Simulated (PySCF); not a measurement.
**How well do the runs reproduce experiment for sulfuryl chloride?**

**Measured values to compare with.**

From NIST CCCBDB Release 22 (SRD 101), experimental dipoles, for the gas: dipole moment (dielectric constant against temperature) 1.81 D.

The runs below try to reproduce these values; the comparison stands at the end.

Sulfuryl chloride, Cl2O2S.
SMILES with atom numbers: `[O:1]=[S:2](=[O:3])([Cl:4])[Cl:5]`

Geometry (PBE0-D3(BJ)/def2-SVP, Å), atoms numbered from 1 in this order:
```
atom  x, y, z in Å
O1     1.1619   -0.1148   -1.1211
S2     0.2848   -0.0812    0.0155
O3     0.6710   -0.5201    1.3267
Cl4   -0.4551    1.8259    0.1862
Cl5   -1.4446   -1.0669   -0.4917
```

Runs made with PySCF (gas phase, on this PBE0-D3(BJ)/def2-SVP geometry; no spin–orbit coupling):

```
                             level                                                           job  basis functions  wall time
PBE0-D3(BJ)/def2-SVP, grid level 1  geometry optimisation from a GFN2-xTB start shaken at random               82       13 s
               B3LYP/aug-cc-pVTZ-J                   spin–spin couplings from 3 perturbed nuclei              296       28 s
                   B3LYP/def2-TZVP                   spin–spin couplings from 3 perturbed nuclei              173       12 s
```

Hardware: one thread, Intel Xeon at 2.60 GHz (x86_64), shared host.

## Comparison

**Dipole moment.** Measured: 1.81 D (NIST CCCBDB Release 22 (SRD 101), experimental dipoles).

```json
{"level": "PBE0-D3(BJ)/def2-SVP", "computed (D)": "1.49", "computed − measured (D)": "-0.32", "% (from the printed values)": "-18"}
{"level": "B3LYP/aug-cc-pVTZ-J", "computed (D)": "1.74", "computed − measured (D)": "-0.07", "% (from the printed values)": "-4"}
{"level": "B3LYP/def2-TZVP", "computed (D)": "1.74", "computed − measured (D)": "-0.07", "% (from the printed values)": "-4"}
```

All 3 levels lie below the measurement. The computed dipoles belong to one fixed geometry; measured ones are averaged over vibrations unless marked μe. Magnitudes are compared, not signs.

No measured geometry was used, and the causes of the misses weren't examined.
